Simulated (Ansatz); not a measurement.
# C3H7NO: one species, many methods

An exercise on one series of results from a longer session: the logs are not shown, and one member is left open.

The runs use Ansatz 0.2.0, Gaussian basis; functionals in def2-TZVPP, the program's frozen cores in correlated methods.

Levels to be run: PBE-D4, r2SCAN-D4, PBE0-D4, B3LYP-D4, ωB97X-V, ωB97M-V, B2PLYP; CCSD(T)/def2-TZVPP; MP2/def2-QZVPP; extrapolation to the limit.

### Structure used throughout

An earlier PBE0-D4 in a triple-zeta def2 set relaxation fixed the geometry.

SMILES `CC(N)C=O`, 12 atoms, charge 0, spin multiplicity 1.

Atoms are counted from 1 here; the program's logs count them from 0.

Bond lengths: C1–C2 1.522 Å, C1–H6 1.091 Å, C1–H7 1.093 Å, C1–H8 1.093 Å, C2–N3 1.450 Å, C2–C4 1.513 Å, C2–H9 1.099 Å, N3–H10 1.012 Å, N3–H11 1.011 Å, C4–O5 1.199 Å, C4–H12 1.113 Å. Angles: C2–C1–H6 110.9°, C2–C1–H7 110.0°, C2–C1–H8 110.6°, H6–C1–H7 108.2°, H6–C1–H8 109.0°, H7–C1–H8 108.1°, C1–C2–N3 109.7°, C1–C2–C4 107.4°, C1–C2–H9 109.1°, N3–C2–C4 108.4°, N3–C2–H9 114.6°, C4–C2–H9 107.3°, C2–N3–H10 111.6°, C2–N3–H11 111.0°, H10–N3–H11 107.7°, C2–C4–O5 124.6°, C2–C4–H12 113.5°, O5–C4–H12 121.9°.

Set-up of the first run:

Contents of in.yaml:

```yaml
crystal:
  periodic: [false, false, false]
  atoms:
    - {symbol: C, position_ang: [-0.921949, -0.892818, 0.043290]}
    - {symbol: C, position_ang: [0.078023, 0.221990, 0.317485]}
    - {symbol: N, position_ang: [1.428488, -0.297970, 0.219131]}
    - {symbol: C, position_ang: [-0.109097, 1.272818, -0.754409]}
    - {symbol: O, position_ang: [-0.706424, 2.301497, -0.603737]}
    - {symbol: H, position_ang: [-1.945157, -0.518056, 0.092336]}
    - {symbol: H, position_ang: [-0.812457, -1.685523, 0.788338]}
    - {symbol: H, position_ang: [-0.749376, -1.328762, -0.944019]}
    - {symbol: H, position_ang: [-0.162027, 0.692533, 1.280697]}
    - {symbol: H, position_ang: [2.105149, 0.350285, 0.600392]}
    - {symbol: H, position_ang: [1.519492, -1.169965, 0.723524]}
    - {symbol: H, position_ang: [0.352236, 0.998771, -1.729027]}
basis:
  gaussian: {orbitals: def2-TZVPP}
hamiltonian: {xc: pbe, dispersion: d4}
output: {forces: true, orbitals: {seedname: orbitals}}
```

Run with:

```sh
$ ansatz run in.yaml --threads 4 --pin off --events-out ev --progress --plain --max-ram 10444MiB
```

Steps of the session up to this table: PBE-D4 (GGA); r2SCAN-D4 (meta-GGA); PBE0-D4 (hybrid); B3LYP-D4 (hybrid); ωB97X-V (range-separated); ωB97M-V (range-separated); B2PLYP (double hybrid); CCSD(T) in def2-TZVPP; MP2 in def2-QZVPP.

One table of the session follows, with a row left open; its other results are not shown here.

It belongs to the step «Atomisation energies». 

```
            method  atoms, summed (eV)  atomisation energy (kcal/mol)
            PBE-D4           -6705.621                         1172.1
         r2SCAN-D4           -6711.359                         1139.0
           PBE0-D4           -6707.220                         1145.3
          B3LYP-D4           -6715.600                         1141.3
           ωB97X-V           -6712.993                         1141.7
           ωB97M-V           -6712.171                         1143.3
            B2PLYP           -6710.126                         1129.1
     HF/def2-TZVPP           -6688.408                          805.9
    MP2/def2-TZVPP           -6700.242                         1128.0
   CCSD/def2-TZVPP                   ?                              ?
CCSD(T)/def2-TZVPP           -6703.102                         1108.4
           MP2/CBS           -6702.426                         1157.8
       CCSD(T)/CBS           -6705.286                         1138.2
```

Estimate the missing values for CCSD/def2-TZVPP.

As computed: atoms, summed (eV): -6702.797; atomisation energy (kcal/mol): 1090.1. In the column «atoms, summed (eV)» it lies between CCSD(T)/def2-TZVPP (-6703.102) and MP2/CBS (-6702.426).

Caveats from the session: Free atoms (3 C, 1 N, 1 O, 7 H) were run apart at each level; the atomisation energy is their sum less the molecule, without zero-point or spin-orbit terms.
